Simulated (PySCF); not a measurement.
CH₃Si(OH)₃, optimised at PBE/def2-SVP:

```xyz
11

C      1.4820    -0.1702    -0.1028
Si    -0.3701     0.0502    -0.0852
O     -0.9727    -1.2094    -1.0093
O     -0.8612     1.5130    -0.7358
O     -1.0155     0.0887     1.4702
H      1.8757    -0.0300    -1.1296
H      1.9772     0.5662     0.5607
H      1.7707    -1.1883     0.2290
H     -1.9063    -1.0962    -1.2610
H     -1.2898     2.0897    -0.0797
H     -0.8179    -0.6866     2.0225
```

Energies from PySCF (xtb for GFN2), thermal terms from the rigid-rotor harmonic-oscillator model, ideal gas at 1 bar. 6-31G* has spherical d functions here. All species are closed-shell singlets. B3LYP is the form with VWN-RPA correlation. CH₃Si(OH)₃: computed as isolated molecules; such fragments, hydroxides, amides, oligomers or adducts are transient or little studied in the gas. Warning, point group unlike the PBE0 one: CH₃Si(OH)₃ (GFN2-xTB).

List the harmonic frequencies (cm⁻¹, unscaled) at this level and at the other levels, each on its own geometry.


- PBE/def2-SVP: 64, 126, 204, 216, 246, 265, 299, 339, 362, 654, 731, 747, 780, 785, 809, 878, 923, 948, 1230, 1380, 1383, 2984, 3080, 3088, 3758, 3767, 3772
- B3LYP/6-31G*: 79, 143, 197, 229, 263, 277, 318, 357, 383, 670, 786, 800, 824, 838, 862, 919, 963, 990, 1346, 1495, 1499, 3055, 3127, 3135, 3793, 3801, 3805
- GFN2-xTB: 98, 158, 159, 230, 230, 243, 289, 289, 323, 696, 810, 810, 819, 829, 829, 859, 950, 950, 1394, 1497, 1497, 3046, 3046, 3053, 3704, 3705, 3705
- HF/6-31G*: 120, 148, 200, 241, 276, 286, 341, 381, 413, 711, 842, 860, 882, 890, 912, 966, 1018, 1045, 1469, 1605, 1608, 3196, 3262, 3272, 4116, 4120, 4128
- PBE0/def2-TZVP: 109, 147, 212, 221, 261, 276, 325, 361, 374, 687, 761, 775, 808, 817, 830, 904, 956, 982, 1288, 1448, 1451, 3057, 3139, 3146, 3919, 3930, 3934
